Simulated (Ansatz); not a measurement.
# How methods fare on atomization energies

Ansatz 0.2.0, functionals in def2-QZVPP, HF, MP2 and coupled cluster extrapolated from def2-TZVPP and def2-QZVPP (exp(−7.88 √X), X^−2.97); geometries are PBE0/def2-TZVP minima. Wave-function levels freeze the cores; HF, MP2 and coupled cluster are restricted for singlets and unrestricted otherwise, atoms included (their steps beyond CCSDT(Q) come from restricted open-shell runs), Kohn–Sham unrestricted where that lies lower. The best estimate adds to that CCSD(T) limit the step from CCSD(T) to the highest level run in a smaller set (CCSDT(Q)/cc-pVDZ, CCSDT(Q)/cc-pVTZ, CCSDTQ/cc-pVDZ). It lacks core correlation, which semilocal and hybrid functionals hold and which counts in their errors here, (a few kJ/mol in atomization energies of light atoms) is good to about 1 kcal/mol where the step is under 0.06 eV, as here, and is no measured value. An error is the level's value less this estimate. Energies are electronic, without zero-point terms. No spin–orbit coupling and no scalar relativity. B2PLYP's MP2 part freezes the cores and isn't at its limit in this set. CCSD(T)'s error is that step with its sign reversed, by construction, and steps from double-zeta sets run high. The species are chosen: bound, without strong static correlation by their natural occupations or amplitudes, in their lowest spin state as far as vertical gaps and like structures tell, and with a ladder that closes on the reference, so errors are smaller than for species at large; levels whose determinant breaks symmetry or spin markedly are left out.

```tsv
species	quantity	reference	value (kJ/mol)	error MP2	error CCSD	error CCSD(T)	error PBE	error BLYP	error B97M-V	error B2PLYP
Al–NH2, singlet (N–Al 1.796, N–H 1.012, angles at N 109/126°)	atomization	limit + step to CCSDTQ/cc-pVDZ	1203.0	12.1	-25.5	-1.6	13.7	5.7	4.1	-2.7
CHOSi, doublet (C–O 1.331, O–Si 1.857, C–Si 1.748, C–H 1.085, angles at C 73/121/166°, angles at O 64°, angles at Si 43°)	atomization	limit + step to CCSDT(Q)/cc-pVDZ	1460.3	52.4	-57.0	-5.2	84.9	25.3	24.8	0.9
HO–N–Si, singlet (N–O 1.332, N–Si 1.554, O–H 0.966, angles at N 174°, angles at O 106°)	atomization	limit + step to CCSDTQ/cc-pVDZ	1243.6	59.8	-65.4	-4.9	83.7	46.0	0.9	2.6
HOSi, doublet (O–Si 1.650, O–H 0.962, angle at O 119°)	atomization	limit + step to CCSDT(Q)/cc-pVTZ	949.6	28.4	-23.1	-0.4	19.4	6.5	-2.4	-3.0
HAl–PH, singlet (Al–P 2.131, Al–H 1.583, P–H 1.451, angles at P 75°, angles at Al 177°)	atomization	limit + step to CCSDT(Q)/cc-pVTZ	872.9	-11.6	-28.2	-2.2	-2.3	-14.4	45.3	-13.1
F–SiH–F, doublet (F–Si 1.592, Si–H 1.493, angles at Si 107/108°)	atomization	limit + step to CCSDT(Q)/cc-pVDZ	1447.7	58.8	-26.8	-2.0	3.0	-17.8	-8.0	-11.0
F–PH–F, singlet (F–P 1.587, P–H 1.434, angles at P 95/99°)	atomization	limit + step to CCSDT(Q)/cc-pVDZ	1299.3	40.3	-33.0	-2.7	26.5	9.2	4.6	-7.0
AlNC, singlet (N–Al 1.858, C–N 1.176, angle at N 180°)	atomization	limit + step to CCSDT(Q)/cc-pVTZ	1255.8	52.0	-42.4	-0.6	53.4	27.1	14.7	10.1
Al–N–CH, doublet (N–Al 1.833, C–N 1.207, C–H 1.103, angles at N 174°, angles at C 130°)	atomization	limit + step to CCSDT(Q)/cc-pVDZ	1389.4	35.9	-48.5	-4.1	83.8	48.4	27.2	15.9
HSiP, singlet (Si–P 1.944, Si–H 1.483, angle at Si 180°)	atomization	limit + step to CCSDTQ/cc-pVDZ	675.7	0.4	-43.6	-3.9	7.6	-3.8	28.1	-9.9
```

| level | mean absolute error (kJ/mol) | mean signed error | largest error |
| --- | --- | --- | --- |
| CCSD(T) | 2.8 | -2.8 | -5.2 (CHOSi) |
| B2PLYP | 7.6 | -1.7 | 15.9 (Al–N–CH) |
| B97M-V | 16.0 | 13.9 | 45.3 (HAl–PH) |
| BLYP | 20.4 | 13.2 | 48.4 (Al–N–CH) |
| MP2 | 35.2 | 32.9 | 59.8 (HO–N–Si) |
| PBE | 37.8 | 37.4 | 84.9 (CHOSi) |
| CCSD | 39.3 | -39.3 | -65.4 (HO–N–Si) |

Errors of one sign throughout: CCSD (too low).
